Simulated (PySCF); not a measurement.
SiCl⁺: energy against distance

Set-up: basis Si STO-3G, Cl STO-3G; no relativity; PySCF 2.14. Energies in eV from Si⁺ + Cl in their ground configurations at the same level. State: ¹Σ⁺ (singlet), closed shell.

All columns are PBE0. A positive dipole points towards Cl; it is taken about the centre of mass and depends on that origin.

| R (Å) | E (eV) | μ (D) | Mulliken charge on Si (basis-dependent) | HOMO (eV) | LUMO (eV) | Mayer bond order | ⟨S²⟩ |
| --- | --- | --- | --- | --- | --- | --- | --- |
| 1.748 | -3.439 | -3.50 | 1.04 | -15.39 | -7.84 | 1.59 | 0.00 |
| 1.829 | -4.337 | -3.93 | 1.04 | -15.41 | -7.99 | 1.57 | 0.00 |
| 1.910 | -4.834 | -4.38 | 1.05 | -15.39 | -8.14 | 1.56 | 0.00 |
| 1.971 | -5.011 | -4.72 | 1.05 | -15.36 | -8.24 | 1.54 | 0.00 |
| 2.032 | -5.059 | -5.06 | 1.06 | -15.29 | -8.35 | 1.52 | 0.00 |
| 2.093 | -5.006 | -5.41 | 1.07 | -15.17 | -8.44 | 1.50 | 0.00 |
| 2.174 | -4.817 | -5.86 | 1.08 | -14.66 | -8.57 | 1.48 | 0.00 |
| 2.276 | -4.447 | -6.42 | 1.09 | -14.08 | -8.71 | 1.45 | 0.00 |
| 2.398 | -3.884 | -7.06 | 1.10 | -13.48 | -8.86 | 1.42 | 0.00 |
| 2.560 | -3.044 | -7.85 | 1.11 | -12.80 | -9.02 | 1.38 | 0.00 |

A fit through these points gives, at Re = 2.028 Å, μ = -5.04 D and dμ/dR = -5.65 D/Å; the reduced mass is 15.54 u.

Q: How strong is the fundamental in the double-harmonic approximation, I = 42.26·(dμ/dR)²/μred km/mol?

A: I = 42.26·(-5.65)²/15.54 = 86.8 km/mol at PBE0.

For an ion De counts to the pair picked by the measured ionisation energies or electron affinities, which need not be the lowest pair at this level. STO-3G is very small, so such numbers show the basis as much as the molecule.
